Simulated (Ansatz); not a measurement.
# diamond against fcc along the alkaline-earth metals

Computed with DFT, BLYP, plane waves (420 eV) with PAW, scalar-relativistic (Ansatz 0.2.0). The PAW files were generated under PBE, with cores re-solved for the functional.

Each structure is relaxed within its symmetry, in the lowest magnetic state of the tried starts. Differences under about 8 meV lie within the error of the k-point mesh.

```csv
element,E(diamond) − E(fcc) (meV/atom),V(diamond) (Å³/atom),V(fcc) (Å³/atom),state of diamond,state of fcc
Be,1318,15.36,7.89,spin not included,spin not included
Mg,?,?,?,?,?
Ca,751,92.14,42.55,spin not included,spin not included
Sr,617,128.15,56.32,spin not included,spin not included
Ba,759,161.27,67.18,spin not included,spin not included
```

(1) Fill in the row of Mg.

Answers

(1) E(diamond) − E(fcc) (meV/atom): 443; V(diamond) (Å³/atom): 45.41; V(fcc) (Å³/atom): 23.72; state of diamond: spin not included; state of fcc: spin not included.
